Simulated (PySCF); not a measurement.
# C4H6N2: excited states, first hyperpolarisability

Wanted: excited states, first hyperpolarisability for C4H6N2 (`Cc1cc[nH]n1`).

Computed with PySCF 2.14.0 and routines of our own; the level stands in each step. Atoms count from 0.

## 1. The starting structure

12 atoms, charge 0, multiplicity 1; geometry from: GFN2-xTB.

## 2. Relaxing the molecule at PBE0-D3(BJ)/def2-TZVP

The job: settings as JSON, then the geometry in Å.

```
{"job": {"xc": "PBE0", "basis": "def2-TZVP", "d3": "d3bj", "grid": 2, "kind": "geom"}, "charge": 0, "multiplicity": 1}
C     -1.906360    -0.033374     0.018404
C     -0.421399    -0.107879     0.000469
C      0.499224     0.956690     0.088396
C      1.735361     0.365117     0.011270
N      1.516819    -0.960191    -0.113655
N      0.218507    -1.257644    -0.120083
H     -2.242512     0.686027     0.762166
H     -2.279609     0.282937    -0.955603
H     -2.318398    -1.012483     0.244776
H      0.277690     1.998759     0.195246
H      2.723555     0.778679     0.037423
H      2.198319    -1.697325    -0.194835
```

Command:

```sh
$ OMP_NUM_THREADS=1 python excited_run.py task.json out
```

This one command runs all jobs of the session in turn.

Standard output:

```text
step   0  E = -265.31945952  max force = 0.011222
step   1  E = -265.31984682  max force = 0.002023
step   2  E = -265.31985652  max force = 0.003859
step   3  E = -265.31997103  max force = 0.002234
step   4  E = -265.31983740  max force = 0.004156
step   5  E = -265.31997130  max force = 0.002184
step   6  E = -265.31999666  max force = 0.000549
step   7  E = -265.31999966  max force = 0.000603
step   8  E = -265.32000251  max force = 0.000262
optimisation converged
```

Wall time 4.8 min (1 thread of Intel Xeon at 2.70GHz, shared host); peak memory 1.1 GiB.

Step by step: (the energy doesn't fall at every step)

```
step  energy from step 0 (eV)  largest force component (eV/Å)
   0                   0.0000                          0.5771
   1                  -0.0105                          0.1040
   2                  -0.0108                          0.1984
   3                  -0.0139                          0.1149
   4                  -0.0103                          0.2137
   5                  -0.0139                          0.1123
   6                  -0.0146                          0.0282
   7                  -0.0147                          0.0310
   8                  -0.0148                          0.0135
```

Close pairs (by a distance rule), those that changed most:

```
  bond  before (Å)  after (Å)  change (Å)
 C2–H9       1.071      1.078      +0.007
C3–H10       1.072      1.078      +0.007
 C0–H6       1.088      1.092      +0.005
 C1–N5       1.321      1.326      +0.004
 C0–H8       1.086      1.090      +0.004
N4–H11       1.007      1.004      -0.003
 C0–H7       1.090      1.093      +0.003
 N4–N5       1.332      1.335      +0.003
```

The final coordinates are the input of the step that follows.

```
                         at the end point                value
  point group (found at 0.08 Å tolerance)                   C1
rotational constants (GHz, main isotopes)  9.070, 3.553, 2.594
                        dipole moment (D)                 1.93
```

## 3. Excited states: TDA wB97X-D/def2-TZVPD

The job: settings as JSON, then the geometry in Å.

```
{"job": {"kind": "states", "xc": "wB97X-D", "basis": "def2-TZVPD", "tda": true, "soc": true, "nstates": 6, "ntriplets": 5, "nquad": 4}, "charge": 0, "multiplicity": 1}
C     -1.852684    -0.046291    -0.452455
C     -0.413446    -0.099800    -0.083131
C      0.516122     0.960450    -0.009933
C      1.697068     0.370669     0.366937
N      1.434545    -0.943806     0.492955
N      0.162781    -1.252271     0.228262
H     -2.394448     0.671497     0.167870
H     -1.983167     0.256509    -1.494720
H     -2.304514    -1.029264    -0.321821
H      0.344783     2.006466    -0.205524
H      2.678891     0.778248     0.548733
H      2.068293    -1.673648     0.763592
```

Level: TDA wB97X-D/def2-TZVPD excited states, vertical, gas phase, spin-orbit mean-field couplings.

Standard output:

```text
coarse grid: 10192 points
cycle   1  E = -265.5035239710  dE =  1.317e+00  |g| = 3.740e-01  |ddm| = 3.962e+00
cycle   2  E = -265.5148201004  dE = -1.130e-02  |g| = 3.629e-01  |ddm| = 1.875e+00
cycle   3  E = -265.5411959963  dE = -2.638e-02  |g| = 6.493e-02  |ddm| = 4.286e-01
cycle   4  E = -265.5420226143  dE = -8.266e-04  |g| = 2.369e-02  |ddm| = 1.812e-01
cycle   5  E = -265.5421521175  dE = -1.295e-04  |g| = 5.147e-03  |ddm| = 7.313e-02
cycle   6  E = -265.5421605653  dE = -8.448e-06  |g| = 1.983e-03  |ddm| = 3.092e-02
final grid: 99048 points
cycle   7  E = -265.5290537710  dE = -1.891e-04  |g| = 6.487e-03  |ddm| = 7.137e-01
cycle   8  E = -265.5290549707  dE = -1.200e-06  |g| = 6.399e-03  |ddm| = 7.786e-02
cycle   9  E = -265.5290625687  dE = -7.598e-06  |g| = 9.815e-04  |ddm| = 8.555e-03
cycle  10  E = -265.5290627555  dE = -1.868e-07  |g| = 5.248e-04  |ddm| = 4.866e-03
cycle  11  E = -265.5290628213  dE = -6.576e-08  |g| = 9.033e-05  |ddm| = 1.853e-03
cycle  12  E = -265.5290628233  dE = -1.993e-09  |g| = 4.110e-05  |ddm| = 3.048e-04
cycle  13  E = -265.5290628238  dE = -5.097e-10  |g| = 1.397e-05  |ddm| = 1.815e-04
converged SCF energy = -265.5290628238

Singlet excitations
state   eV       nm        f     d(h-e)  d(exc)  Lambda  PR(NTO)  |dmu|/D   mu/D   main configurations
  1   6.7592   183.4   0.01883   1.442   3.686   0.258   1.050    6.602    4.966   H-1->L 0.80, H->L 0.14
  2   6.8087   182.1   0.00031   1.412   3.791   0.249   1.072    6.133    4.710   H->L 0.74, H-1->L 0.15
  3   6.8741   180.4   0.05262   0.313   2.580   0.738   1.632    0.838    1.293   H->L+2 0.47, H-1->L+2 0.27, H-1->L+5 0.11
  4   7.1923   172.4   0.00737   0.928   2.369   0.493   1.032    2.141    0.918   H-2->L+2 0.92
  5   7.3279   169.2   0.00976   0.337   3.869   0.273   1.176                     H->L+1 0.65, H-1->L+1 0.17
  6   7.3383   169.0   0.08699   0.255   2.545   0.710   1.747                     H-1->L+2 0.46, H->L+2 0.25

Triplet excitations (Tamm-Dancoff)
state   eV     d(h-e)  d(exc)  Lambda  PR(NTO)   main configurations
  1   4.8375   0.182   2.183   0.787   1.139   H-1->L+2 0.47, H->L+2 0.42
  2   5.2935   0.455   2.319   0.799   1.079   H-1->L+2 0.47, H->L+2 0.47
  3   6.3558   0.841   2.241   0.479   1.011   H-2->L+2 0.83, H-2->L+5 0.10
  4   6.5253   0.359   2.475   0.557   1.133   H->L+5 0.37, H-1->L+5 0.29
  5   6.5933   0.806   2.472   0.552   1.166   H-1->L+5 0.37, H->L+5 0.27
S1 - T1 = 1.9217 eV

Spin-orbit couplings |<S|Hso|T>| (cm-1)
             T1       T2       T3       T4       T5
S0        0.097    0.063   36.390    0.074    0.272
S1        2.502    0.420    0.058    1.762    1.377
S2        1.878    2.250    0.087    1.454    0.856
S3        0.104    0.030    3.499    0.124    0.029
S4       13.182    5.604    0.515    2.431    2.784
S5        1.589    3.597    2.757    2.228    0.583
S6        0.032    0.778   12.974    0.493    0.178
T1 sublevels (cm-1): 0.000 0.000 0.007   radiative rates (1/s): 0.115 0.00125 0.111
```

It took 76 s on 1 thread of Intel Xeon at 2.70GHz, shared host; peak memory 1.1 GiB.

In short:

```
  quantity    value
S1 less T1  1.92 eV
```

## 4. Excited states: TDDFT CAM-B3LYP/def2-TZVPD

Settings changed since step 3:

```diff
@@ -1,2 +1,2 @@
-{"job": {"kind": "states", "xc": "wB97X-D", "basis": "def2-TZVPD", "tda": true, "soc": true, "nstates": 6, "ntriplets": 5, "nquad": 4}, "charge": 0, "multiplicity": 1}
+{"job": {"kind": "states", "xc": "CAM-B3LYP", "basis": "def2-TZVPD", "tpa": true, "nstates": 8, "nquad": 6, "ntriplets": 0}, "charge": 0, "multiplicity": 1}
 C     -1.852684    -0.046291    -0.452455
```

With the program's defaults for keys left out, this is: TDDFT CAM-B3LYP/def2-TZVPD excited states, vertical, gas phase, two-photon moments by quadratic response.

Standard output:

```text
coarse grid: 10192 points
cycle   1  E = -265.4552339302  dE =  1.261e+00  |g| = 3.864e-01  |ddm| = 3.835e+00
cycle   2  E = -265.4586905361  dE = -3.457e-03  |g| = 4.107e-01  |ddm| = 1.408e+00
cycle   3  E = -265.4938544442  dE = -3.516e-02  |g| = 7.765e-02  |ddm| = 4.823e-01
cycle   4  E = -265.4949258199  dE = -1.071e-03  |g| = 2.992e-02  |ddm| = 9.281e-02
cycle   5  E = -265.4951210749  dE = -1.953e-04  |g| = 5.042e-03  |ddm| = 4.268e-02
cycle   6  E = -265.4951276601  dE = -6.585e-06  |g| = 1.972e-03  |ddm| = 1.278e-02
final grid: 99048 points
cycle   7  E = -265.4873596378  dE = -3.450e-05  |g| = 3.954e-03  |ddm| = 1.985e-01
cycle   8  E = -265.4873601654  dE = -5.276e-07  |g| = 3.779e-03  |ddm| = 1.743e-02
cycle   9  E = -265.4873630741  dE = -2.909e-06  |g| = 5.589e-04  |ddm| = 3.780e-03
cycle  10  E = -265.4873631332  dE = -5.901e-08  |g| = 3.005e-04  |ddm| = 1.017e-03
cycle  11  E = -265.4873631537  dE = -2.051e-08  |g| = 5.480e-05  |ddm| = 4.751e-04
cycle  12  E = -265.4873631547  dE = -1.038e-09  |g| = 2.928e-05  |ddm| = 1.467e-04
cycle  13  E = -265.4873631550  dE = -2.879e-10  |g| = 1.062e-05  |ddm| = 5.393e-05
converged SCF energy = -265.4873631550

Singlet excitations
state   eV       nm        f     d(h-e)  d(exc)  Lambda  PR(NTO)  |dmu|/D   mu/D   delta(TPA)   sigma/GM   main configurations
  1   6.4774   191.4   0.01249   1.732   3.702   0.265   1.035    7.553    6.226       37.00      0.569   H-1->L 0.54, H->L 0.41
  2   6.5157   190.3   0.00122   1.573   3.799   0.264   1.050    6.682    5.291       22.43      0.349   H->L 0.51, H-1->L 0.43
  3   6.6960   185.2   0.06091   0.352   2.570   0.731   1.539    1.016    1.303       34.64      0.569   H->L+2 0.50, H-1->L+2 0.33
  4   6.9849   177.5   0.08064   0.286   2.457   0.734   1.542    0.709    1.272       10.70      0.191   H-1->L+2 0.52, H->L+2 0.33
  5   7.0241   176.5   0.00830   0.672   3.929   0.261   1.100    2.641    3.697        9.16      0.166   H->L+1 0.68, H-1->L+1 0.20
  6   7.1124   174.3   0.00045   0.815   2.676   0.440   1.395    2.030    1.252        3.12      0.058   H-2->L+2 0.76, H-1->L+1 0.12
  7   7.1405   173.6   0.01460   0.684   3.741   0.273   1.481                                            H-1->L+1 0.45, H->L+1 0.20, H-1->L+3 0.13
  8   7.5078   165.1   0.00538   0.340   3.902   0.254   1.026                                            H-1->L+3 0.68, H-1->L+1 0.10, H-1->L+4 0.09
```

It took 83 s on 1 thread of Intel Xeon at 2.70GHz, shared host; peak memory 1.1 GiB.

## 5. First hyperpolarisability: quadratic response CAM-B3LYP/def2-TZVPD

Settings changed since step 4:

```diff
@@ -1,2 +1,2 @@
-{"job": {"kind": "states", "xc": "CAM-B3LYP", "basis": "def2-TZVPD", "tpa": true, "nstates": 8, "nquad": 6, "ntriplets": 0}, "charge": 0, "multiplicity": 1}
+{"job": {"kind": "beta", "xc": "CAM-B3LYP", "basis": "def2-TZVPD"}, "charge": 0, "multiplicity": 1}
 C     -1.852684    -0.046291    -0.452455
```

With the program's defaults for keys left out, this is: quadratic response CAM-B3LYP/def2-TZVPD first hyperpolarisability, Taylor convention, gas phase.

Standard output:

```text
coarse grid: 10192 points
cycle   1  E = -265.4552339302  dE =  1.261e+00  |g| = 3.864e-01  |ddm| = 3.835e+00
cycle   2  E = -265.4586905361  dE = -3.457e-03  |g| = 4.107e-01  |ddm| = 1.408e+00
cycle   3  E = -265.4938544442  dE = -3.516e-02  |g| = 7.765e-02  |ddm| = 4.823e-01
cycle   4  E = -265.4949258199  dE = -1.071e-03  |g| = 2.992e-02  |ddm| = 9.281e-02
cycle   5  E = -265.4951210749  dE = -1.953e-04  |g| = 5.042e-03  |ddm| = 4.268e-02
cycle   6  E = -265.4951276601  dE = -6.585e-06  |g| = 1.972e-03  |ddm| = 1.278e-02
final grid: 99048 points
cycle   7  E = -265.4873596378  dE = -3.450e-05  |g| = 3.954e-03  |ddm| = 1.985e-01
cycle   8  E = -265.4873601654  dE = -5.276e-07  |g| = 3.779e-03  |ddm| = 1.743e-02
cycle   9  E = -265.4873630741  dE = -2.909e-06  |g| = 5.589e-04  |ddm| = 3.780e-03
cycle  10  E = -265.4873631332  dE = -5.901e-08  |g| = 3.005e-04  |ddm| = 1.017e-03
cycle  11  E = -265.4873631537  dE = -2.051e-08  |g| = 5.480e-05  |ddm| = 4.751e-04
cycle  12  E = -265.4873631547  dE = -1.038e-09  |g| = 2.928e-05  |ddm| = 1.467e-04
cycle  13  E = -265.4873631550  dE = -2.879e-10  |g| = 1.062e-05  |ddm| = 5.393e-05
converged SCF energy = -265.4873631550

Lowest singlets (eV, f): 6.4774 0.0125  6.5157 0.0012  6.6960 0.0609

First hyperpolarisability (au)
process     nm      |vector|   parallel      HRS      DR
static         -       53.99     -23.76      26.94   3.178
shg       1907.0       55.77     -24.73      27.97   3.154
eope      1907.0       54.57     -24.07          -       -
shg       1064.0       60.13     -27.17      30.55   3.097
eope      1064.0       55.90      -24.8          -       -
```

It took 62 s on 1 thread of Intel Xeon at 2.70GHz, shared host; peak memory 1.1 GiB.

## 6. Excited states: TDA wB97X-D/def2-TZVPD in acetonitrile

Settings changed since step 5:

```diff
@@ -1,2 +1,2 @@
-{"job": {"kind": "beta", "xc": "CAM-B3LYP", "basis": "def2-TZVPD"}, "charge": 0, "multiplicity": 1}
+{"job": {"kind": "states", "xc": "wB97X-D", "basis": "def2-TZVPD", "tda": true, "soc": true, "nstates": 6, "ntriplets": 5, "nquad": 4, "solvent": "acetonitrile"}, "charge": 0, "multiplicity": 1}
 C     -1.852684    -0.046291    -0.452455
```

Level: TDA wB97X-D/def2-TZVPD excited states, vertical, IEF-PCM acetonitrile (non-equilibrium response), spin-orbit mean-field couplings.

Standard output:

```text
coarse grid: 10192 points
cycle   1  E = -265.5199193451  dE =  1.301e+00  |g| = 3.485e-01  |ddm| = 3.958e+00
cycle   2  E = -265.5346629998  dE = -1.474e-02  |g| = 3.061e-01  |ddm| = 2.106e+00
cycle   3  E = -265.5525790690  dE = -1.792e-02  |g| = 5.815e-02  |ddm| = 4.026e-01
cycle   4  E = -265.5532745335  dE = -6.955e-04  |g| = 2.165e-02  |ddm| = 2.526e-01
cycle   5  E = -265.5533847076  dE = -1.102e-04  |g| = 4.903e-03  |ddm| = 1.016e-01
cycle   6  E = -265.5533934429  dE = -8.735e-06  |g| = 1.736e-03  |ddm| = 4.616e-02
final grid: 99048 points
cycle   7  E = -265.5402158437  dE = -1.885e-04  |g| = 6.692e-03  |ddm| = 7.855e-01
cycle   8  E = -265.5402172903  dE = -1.447e-06  |g| = 6.491e-03  |ddm| = 8.402e-02
cycle   9  E = -265.5402250466  dE = -7.756e-06  |g| = 8.422e-04  |ddm| = 1.019e-02
cycle  10  E = -265.5402251929  dE = -1.463e-07  |g| = 4.227e-04  |ddm| = 5.625e-03
cycle  11  E = -265.5402252359  dE = -4.304e-08  |g| = 6.892e-05  |ddm| = 1.731e-03
cycle  12  E = -265.5402252373  dE = -1.319e-09  |g| = 3.623e-05  |ddm| = 3.284e-04
cycle  13  E = -265.5402252376  dE = -3.604e-10  |g| = 8.937e-06  |ddm| = 2.017e-04
converged SCF energy = -265.5402252376

Singlet excitations
state   eV       nm        f     d(h-e)  d(exc)  Lambda  PR(NTO)  |dmu|/D   mu/D   main configurations
  1   6.8581   180.8   0.09360   0.324   2.544   0.680   1.524    0.861    2.419   H->L+1 0.69, H-1->L+5 0.13, H-1->L+1 0.09
  2   6.9020   179.6   0.01678   0.294   3.625   0.277   1.051    1.686    1.650   H->L 0.81, H-1->L 0.09
  3   6.9998   177.1   0.01393   0.327   3.602   0.275   1.070    1.784    1.376   H-1->L 0.77
  4   7.3010   169.8   0.11435   0.222   2.453   0.709   1.618    0.522    2.272   H-1->L+1 0.68, H->L+5 0.12
  5   7.4092   167.3   0.01195   0.864   2.348   0.508   1.031                     H-2->L+1 0.93
  6   7.6407   162.3   0.00337   0.407   4.017   0.226   1.057                     H->L+2 0.81

Triplet excitations (Tamm-Dancoff)
state   eV     d(h-e)  d(exc)  Lambda  PR(NTO)   main configurations
  1   4.9176   0.161   2.189   0.745   1.127   H-1->L+1 0.74, H->L+1 0.16
  2   5.3031   0.465   2.315   0.712   1.048   H->L+1 0.78, H-1->L+1 0.18
  3   6.4747   0.475   2.429   0.584   1.097   H->L+5 0.54, H-1->L+5 0.18
  4   6.6160   0.810   2.251   0.497   1.020   H-2->L+1 0.85, H-2->L+5 0.09
  5   6.6683   0.880   2.482   0.586   1.122   H-1->L+5 0.54, H->L+5 0.18
S1 - T1 = 1.9405 eV

Spin-orbit couplings |<S|Hso|T>| (cm-1)
             T1       T2       T3       T4       T5
S0        0.085    0.079    0.282   36.177    0.593
S1        0.116    0.057    0.147    2.751    0.075
S2        0.868    1.025    2.192    0.117    0.333
S3        1.512    0.286    1.281    0.227    1.164
S4        0.043    0.134    0.085   13.853    0.266
S5       13.269    4.395    3.125    0.493    2.406
S6        2.243    2.624    1.634    0.328    1.158
T1 sublevels (cm-1): 0.000 0.000 0.006   radiative rates (1/s): 0.0312 0.0014 0.0662
```

Run time: 68 s. Hardware: 1 thread of Intel Xeon at 2.70GHz, shared host; peak memory 1.1 GiB.

From this job:

```
  quantity    value
S1 less T1  1.94 eV
```

## 7. Outcome

```
                                                   quantity                                             value
                                                point group                                                C1
                       rotational constants (main isotopes)                              9.07, 3.55, 2.59 GHz
                S1 less T1 (step 3, TDA wB97X-D/def2-TZVPD)                                           1.92 eV
 β vector (step 5, quadratic response CAM-B3LYP/def2-TZVPD)  static 54, SHG 1907.0 nm 56, SHG 1064.0 nm 60 au
S1 less T1 (step 6, TDA wB97X-D/def2-TZVPD in acetonitrile)                                           1.94 eV
```

Relaxing lowered the energy by 0.015 eV in 8 steps; the close pair that moved most is C2–H9, from 1.071 to 1.078 Å. In step 3, the number of triplets below S1 is at least 5, and the largest singlet-triplet spin-orbit coupling is S0–T3, 36.39 cm⁻¹. β grows from 54 au (static) to 60 au for doubling at 1064.0 nm: normal dispersion, which grows as twice the photon energy moves toward the bright states. In step 6, the number of triplets below S1 is at least 5, and the largest singlet-triplet spin-orbit coupling is S0–T4, 36.18 cm⁻¹. The orbital labels of the leading configurations differ from run to run, so check that S1 and T1 are the same states before comparing rows.
